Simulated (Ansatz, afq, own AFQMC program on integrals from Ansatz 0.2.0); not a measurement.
**Atomization energy of SiGeH₃, doublet**

```xyz
5

Si   -0.0291    0.0911    1.6863
Ge    0.0129   -0.0156   -0.6336
H     0.2341   -1.4090    1.7523
H    -0.3266   -1.2336   -1.5256
H    -0.0229    1.2257   -1.5544
```

Connectivity, by distances: SiH–GeH2.

Atoms in their ground-state spins without spin–orbit coupling (mostly on UHF) minus the molecule (ROHF), without zero-point energy. The geometry is a stationary point, not shown to be a minimum.

Basis cc-pVDZ. Only valence electrons are correlated. Integrals, coupled cluster, full CI and functionals: Ansatz 0.2.0; the random walks run on the same integrals in our own AFQMC program. The CISD trial takes its coefficients from CCSD amplitudes. Released means that phaseless walkers are propagated on without the constraint, phases kept. Error bars are statistical, one sigma. No spin–orbit coupling. The errors of all members are added in quadrature.

No full CI on the walks' own integrals is used here; CCSDT(Q) serves as the reference and is uncertain by about the last step of the cluster series. Each member takes its own surest rung, up to full CI.

The best estimate is CCSD(T) at the basis-set limit (CBS: def2-TZVPP and def2-QZVPP, with their diffuse functions for anions and beside diffuse sets, CCSD(T) itself extrapolated) plus the step from CCSD(T) to CCSDT(Q) in cc-pVDZ. Rows without CBS are in cc-pVDZ, the functionals in def2-TZVP; B2PLYP and the wave-function rows carry a basis error of their own. Core correlation and relativity beyond core potentials are missing, and ± holds the sampling alone.

Cautions: inner d shell frozen; no relativity below Rb; no spin-orbit coupling; SiGeH₃ (doublet): higher spins were not checked, a spin-contaminated unrestricted determinant lies lower (UHF 167 meV lower, ⟨S²⟩ 0.96), the released energies move by 1.5 errors or more from one time to the next, so no released level is given (meV from the phaseless value at times in 1/Eh: -2 ± 3 at 0.24, -7.4 ± 2.0 at 0.51, -9.7 ± 1.9 at 0.99, -9 ± 7 at 1.62, -17 ± 3 at 2.40), its ph-AFQMC/CISD value lies 24 ± 3 meV above CCSDT(Q).

Best estimate: 1123.4 kJ/mol.

```csv
level,atomization energy (kJ/mol),error against the best estimate (kJ/mol)
HF,757.8,-365.6
MP2,981.2,-142.2
CCSD,998.6,-124.8
CCSD(T),1012.2,-111.2
CCSDT,1014.6,-108.8
CCSDT(Q),1015.5,-107.9
ph-AFQMC/CISD,1013.7 ± 0.3,-109.6 ± 0.3
CCSD(T)/CBS,1119.9,-3.5
PBE,1121.6,-1.8
r2SCAN,1140.1,16.7
PBE0,1109.9,-13.5
B3LYP,1116.9,-6.5
wB97M-V,1121.6,-1.8
B2PLYP,1093.2,-30.2
```

Correlation beyond CCSD(T) adds 3.5 kJ/mol. Going to the basis-set limit adds 107.7 kJ/mol at CCSD(T). The perturbative (T) step is worth +13.6 kJ/mol.

Best estimates are given only where the step beyond CCSD(T) is under 0.3 eV and no member's determinant is very poor (T1 over 0.05, or 0.07 for open shells, ⟨S²⟩ too high by 0.3, two states mixed), so the hardest cases are missing from such tables.

The functionals ran in a triple-zeta set and keep a basis error of their own, a few kJ/mol for each bond in atomization energies and more for double hybrids, so close places among them and the extrapolated levels can swap.

CCSDT and higher add their correlation energy to the determinant of the CCSD(T) run, since their own runs factorise the integrals more tightly (a shift of under 2 meV). Each member of a difference takes its own highest rung, so a best estimate needn't equal the limit plus the step of one row.
